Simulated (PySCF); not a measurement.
# C3H4FN2: the cost of one run

Programs: PySCF 2.14.0, with density-fitted response routines of our own. Each step states its level of theory. These are calculated values for one molecule in the gas phase, unless marked as measured. Atoms are numbered from 0 throughout.

## 1. The molecule as given

10 atoms, charge 1, multiplicity 1; geometry from: GFN2-xTB. The atoms were then displaced at random by about 0.01 Å, so the start is not that level's minimum.

Bonds of the start (Å): F0–C1 1.32, C1–N2 1.34, N2–C3 1.33, C3–C4 1.34, C4–N5 1.37, N5–C1 1.34, N2–H6 1.02, C3–H7 1.09, C4–H8 1.08, N5–H9 1.01.

## 2. Relaxing the molecule at PBE0-D3(BJ)/def2-SVP

What the job is given:

```
{"job": {"xc": "PBE0", "basis": "def2-SVP", "d3": "d3bj", "grid": 1, "shake": 0.01, "kind": "geom"}, "charge": 1, "multiplicity": 1}
F      2.327170    -0.654700     0.171570
C      1.056300    -0.293790     0.073650
N      0.029640    -1.136910    -0.081670
C     -1.073950    -0.395690    -0.133630
C     -0.761770     0.902150    -0.022360
N      0.603090     0.961570     0.114290
H      0.129380    -2.147070    -0.133390
H     -2.056280    -0.845060    -0.253410
H     -1.369750     1.796380     0.009640
H      1.166610     1.792180     0.234240
```

Started as:

```
$ OMP_NUM_THREADS=1 python probes_run.py task.json out
```

One launch serves the whole session: the jobs run in the order shown.

**Question.** How long does this first job take on 1 thread of Intel Xeon Platinum 8375C at 2.90GHz, shared host, and how much memory does it need?

About 35 s, with a peak of 0.43 GiB.
